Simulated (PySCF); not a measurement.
CHF3. Atoms are numbered in the order given.

```xyz
5

F      1.0877     0.6280    -0.1284
C      0.0000     0.0000     0.3394
F      0.0000    -1.2559    -0.1284
F     -1.0877     0.6280    -0.1284
H      0.0000     0.0000     1.4297
```

Geometry: B3LYP-D3(BJ)/def2-TZVP.

Level of theory: ωB97X/def2-TZVPD (PySCF).

Symmetry labels are those of the subgroup Cs that the program uses (full group C3v).

Computed valence orbital energies around the gap with their symmetry:
```tsv
orbital	symmetry	energy (eV)
HOMO−7	A'	-19.53
HOMO−6	A"	-19.53
HOMO−5	A'	-16.15
HOMO−4	A"	-16.15
HOMO−3	A"	-15.15
HOMO−2	A'	-15.15
HOMO−1	A"	-14.55
HOMO	A'	-13.98
LUMO	A'	2.10
LUMO+1	A'	3.00
LUMO+2	A"	3.08
LUMO+3	A'	3.08
```
